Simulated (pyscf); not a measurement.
Cl–CH₂–CH₂–Cl + CH₃• → Cl• + H₃C–CH₂–CH₂–Cl (substitution at C; doublet surface; C–Cl broken, C–C formed). Optimised with ωB97X-D3(BJ)/def2-SVP in PySCF. Energies in eV from the separated reactants.

| level | barrier | reaction energy |
|---|---|---|
| ωB97X-D3(BJ)/def2-TZVP | 1.29 | -0.41 |
| PBE/def2-TZVP | ___ | ___ |
| r²SCAN/def2-TZVP | 1.09 | -0.19 |
| B3LYP-D3(BJ)/def2-TZVP | 1.07 | -0.38 |
| PBE0-D3(BJ)/def2-TZVP | ___ | -0.35 |
| ωB97M-D3(BJ)/def2-TZVP | 1.26 | -0.41 |

Problem. Complete the blanks.

Solution. 
- PBE/def2-TZVP, barrier: 0.97
- PBE/def2-TZVP, reaction energy: -0.27
- PBE0-D3(BJ)/def2-TZVP, barrier: 1.14

The functionals in the table span 0.32 eV in this barrier, from PBE to ωB97X-D3(BJ). This is the saddle that the search found; another between the same sides may lie lower. The angle at the attacked C is 161°. Left out: the spin-orbit lowering of Cl.
